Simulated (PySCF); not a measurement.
PySCF input (PBE/def2-SVP):

```python
import numpy as np, basis_set_exchange as bse
from pyscf import gto, scf, dft, df
from pyscf.prop.polarizability import rks as pol

basis = {'C': gto.basis.parse(bse.get_basis('def2-SVP', elements=['C'], fmt='nwchem')), 'Cl': gto.basis.parse(bse.get_basis('def2-SVP', elements=['Cl'], fmt='nwchem')), 'H': gto.basis.parse(bse.get_basis('def2-SVP', elements=['H'], fmt='nwchem'))}
mol = gto.M(
    atom='''
    C     0.01118773    0.75889942   -0.01238914
    C     1.30488840    1.02329449    0.00343307
    Cl   -0.63700773   -0.85323169    0.00417952
    H    -0.75905041    1.51625302   -0.03695357
    H     2.05291747    0.24314247    0.02802818
    H     1.63880765    2.05237986   -0.00839007
    ''',
    basis=basis,
    charge=0,
    verbose=4,
    max_memory=7359,
)
mf = dft.RKS(mol, xc='pbe')
mf.grids.level = 3
mf = mf.density_fit(auxbasis=df.autoaux(mol))
mf.conv_tol = 1e-9
mf.max_cycle = 100
print('smallest overlap eigenvalue', np.linalg.eigvalsh(mol.intor('int1e_ovlp'))[0])
mf.kernel()
dip = mf.dip_moment()
p = pol.Polarizability(mf)
p.max_cycle_cphf = 60
alpha = p.polarizability()
print('polarisability/bohr^3', alpha.trace() / 3)
```

Output:

```
PySCF version 2.14.0

[INPUT] verbose = 4
[INPUT] num. atoms = 6
[INPUT] num. electrons = 32
[INPUT] charge = 0
[INPUT] spin (= nelec alpha-beta = 2S) = 0
[INPUT] symmetry False subgroup None
[INPUT] Mole.unit = angstrom
[INPUT] Symbol           X                Y                Z      unit          X                Y                Z       unit  Magmom
[INPUT]  1 C      0.011187730000   0.758899420000  -0.012389140000 AA    0.021141745656   1.434112059891  -0.023412081519 Bohr   0.0
[INPUT]  2 C      1.304888400000   1.023294490000   0.003433070000 AA    2.465881699122   1.933746330876   0.006487562066 Bohr   0.0
[INPUT]  3 Cl    -0.637007730000  -0.853231690000   0.004179520000 AA   -1.203770148931  -1.612374214900   0.007898148132 Bohr   0.0
[INPUT]  4 H     -0.759050410000   1.516253020000  -0.036953570000 AA   -1.434397389639   2.865302943345  -0.069832126625 Bohr   0.0
[INPUT]  5 H      2.052917470000   0.243142470000   0.028028180000 AA    3.879451774635   0.459472677550   0.052965583970 Bohr   0.0
[INPUT]  6 H      1.638807650000   2.052379860000  -0.008390070000 AA    3.096897629342   3.878435838973  -0.015854934466 Bohr   0.0

nuclear repulsion = 88.8147291229937
number of shells = 29
number of NR pGTOs = 105
number of NR cGTOs = 61
basis = {'C': [[0, [1238.4016938, 0.0054568832082], [186.29004992, 0.040638409211], [42.251176346, 0.18025593888], [11.676557932, 0.46315121755], [3.5930506482, 0.44087173314]], [0, [0.40245147363, 1.0]], [0, [0.13090182668, 1.0]], [1, [9.4680970621, 0.038387871728], [2.0103545142, 0.21117025112], [0.54771004707, 0.51328172114]], [1, [0.15268613795, 1.0]], [2, [0.8, 1.0]]], 'Cl': [[0, [10449.827566, 0.0019708362484], [1571.7365221, 0.014754727977], [357.12065523, 0.066679112875], [100.25185935, 0.17228924084], [30.812727554, 0.158837861]], [0, [51.923789434, -0.10009298909], [5.7045760975, 0.60841752753], [2.3508376809, 0.54352153355]], [0, [0.44605124672, 1.0]], [0, [0.1684885619, 1.0]], [1, [307.66790569, -0.0087801484118], [72.102015515, -0.063563355471], [22.532680262, -0.24016428276], [7.8991765444, -0.47798866557], [2.8767268321, -0.38515850005]], [1, [0.77459363955, 1.0]], [1, [0.21037699698, 1.0]], [2, [0.65, 1.0]]], 'H': [[0, [13.010701, 0.019682158], [1.9622572, 0.13796524], [0.44453796, 0.47831935]], [0, [0.12194962, 1.0]], [1, [0.8, 1.0]]]}
ecp = {}
ETB for Cl: l = 0, exps = 0.3369771238 * 1.8^n , n = 0..16
ETB for Cl: l = 1, exps = 0.37886555888 * 1.8^n , n = 0..13
ETB for Cl: l = 2, exps = 0.42075399396 * 1.8^n , n = 0..12
ETB for Cl: l = 3, exps = 0.86037699698 * 2.2^n , n = 0..3
ETB for C: l = 0, exps = 0.26180365336 * 1.8^n , n = 0..13
ETB for C: l = 1, exps = 0.28358796463 * 1.8^n , n = 0..10
ETB for C: l = 2, exps = 0.3053722759 * 1.8^n , n = 0..9
ETB for C: l = 3, exps = 0.95268613795 * 2.2^n , n = 0..1
ETB for H: l = 0, exps = 0.24389924 * 1.8^n , n = 0..8
ETB for H: l = 1, exps = 0.92194962 * 2^n , n = 0..1
ETB for H: l = 2, exps = 1.6 * 2.2^n , n = 0..0
smallest overlap eigenvalue 0.0033236062237065335

******** <class 'pyscf.df.df_jk.DFRKS'> ********
method = DFRKS
initial guess = minao
damping factor = 0
level_shift factor = 0
DIIS = <class 'pyscf.scf.diis.CDIIS'>
diis_start_cycle = 1
diis_space = 8
diis_damp = 0
SCF conv_tol = 1e-09
SCF conv_tol_grad = None
SCF max_cycles = 100
direct_scf = False
XC library pyscf.dft.libxc version 7.1.2
    S. Lehtola, C. Steigemann, M. J. T. Oliveira, and M. A. L. Marques,  SoftwareX 7, 1–5 (2018)
XC functionals = pbe
    J. P. Perdew, K. Burke, and M. Ernzerhof,  Phys. Rev. Lett. 77, 3865 (1996)
    J. P. Perdew, K. Burke, and M. Ernzerhof,  Phys. Rev. Lett. 78, 1396 (1997)
    J. P. Perdew, K. Burke, and M. Ernzerhof,  Phys. Rev. Lett. 77, 3865 (1996)
    J. P. Perdew, K. Burke, and M. Ernzerhof,  Phys. Rev. Lett. 78, 1396 (1997)
radial grids:
    Treutler-Ahlrichs [JCP 102, 346 (1995); DOI:10.1063/1.469408] (M4) radial grids

becke partition: Becke, JCP 88, 2547 (1988); DOI:10.1063/1.454033
pruning grids: <function nwchem_prune>
grids dens level: 3
symmetrized grids: False
atomic radii adjust function: <function treutler_atomic_radii_adjust>
small_rho_cutoff = 0
Set gradient conv threshold to 3.16228e-05
Initial guess from minao.
tot grids = 76544
init E= -537.82006562275
  HOMO = -0.294228448103292  LUMO = -0.0910887584503661  gap/eV = 5.52771
cycle= 1 E= -537.658183200906  delta_E= 0.162  |g|= 0.321  |ddm|= 2.52
  HOMO = -0.18434002385742  LUMO = 0.00989206863516001  gap/eV = 5.28532
cycle= 2 E= -537.611720191932  delta_E= 0.0465  |g|= 0.507  |ddm|= 0.794
  HOMO = -0.219665315213454  LUMO = -0.0295986046275702  gap/eV = 5.17198
cycle= 3 E= -537.678680280437  delta_E= -0.067  |g|= 0.163  |ddm|= 0.605
  HOMO = -0.229668421809597  LUMO = -0.0383450799125442  gap/eV = 5.20617
cycle= 4 E= -537.686762189615  delta_E= -0.00808  |g|= 0.0206  |ddm|= 0.186
  HOMO = -0.228687373436242  LUMO = -0.0357179911949572  gap/eV = 5.25096
cycle= 5 E= -537.686820985452  delta_E= -5.88e-05  |g|= 0.0142  |ddm|= 0.0393
  HOMO = -0.22877396897719  LUMO = -0.036754481971685  gap/eV = 5.22512
cycle= 6 E= -537.68687706048  delta_E= -5.61e-05  |g|= 0.00131  |ddm|= 0.0199
  HOMO = -0.228813079182396  LUMO = -0.0367036233262077  gap/eV = 5.22756
cycle= 7 E= -537.686877554462  delta_E= -4.94e-07  |g|= 0.000275  |ddm|= 0.00211
  HOMO = -0.228799356445138  LUMO = -0.0366973067812859  gap/eV = 5.22736
cycle= 8 E= -537.686877574989  delta_E= -2.05e-08  |g|= 3.45e-05  |ddm|= 0.000372
  HOMO = -0.228799525857196  LUMO = -0.0366998620948698  gap/eV = 5.22730
cycle= 9 E= -537.686877575394  delta_E= -4.04e-10  |g|= 6.07e-06  |ddm|= 6.88e-05
  HOMO = -0.228799373792475  LUMO = -0.0366993215211839  gap/eV = 5.22731
Extra cycle  E= -537.686877575391  delta_E= 2.73e-12  |g|= 6.58e-06  |ddm|= 1.79e-05
converged SCF energy = -537.686877575391
Dipole moment(X, Y, Z, Debye):  0.45730,  1.11698, -0.01135
Isotropic polarizability 30.1584692266
Polarizability anisotropy 21.6826004954
polarisability/bohr^3 30.158469226637777
```
